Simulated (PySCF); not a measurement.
**Ionising LiS**

PBE; PySCF, no relativity, basis sets Li 6-311G(d,p), S 6-311G(d,p). Neutral (UKS): doublet (π ↑), Re = 2.164 Å, ωe = 561 cm⁻¹, De = 3.19 eV, HOMO -4.49 eV, LUMO -4.23 eV.

LiS⁺ (UKS): triplet (π ↑↑), Re = 2.483 Å, ωe = 339 cm⁻¹, De = 0.83 eV to Li⁺ + S. The energies at the minima are -405.51521 hartree for LiS and -405.22362 for LiS⁺.

Problem. Work out the adiabatic ionisation energy, without and with harmonic zero-point energies (1 hartree = 27.2114 eV, 1 eV = 8065.5 cm⁻¹), and the change of the bond length.

Solution. At PBE: 0.29159 hartree = 7.935 eV between the minima; the zero-point term (339.0 − 561.0)/2 cm⁻¹ = -0.014 eV makes it 7.921 eV. Re changes by +31.9 pm against the neutral. The electron leaves a π orbital; in so polar a molecule the change of length follows mostly from the change of the ionic charges.

For an ion De counts to the pair picked by the measured ionisation energies or electron affinities, which need not be the lowest pair at this level. States were picked by a PBE0 search and need not be the measured ground states.
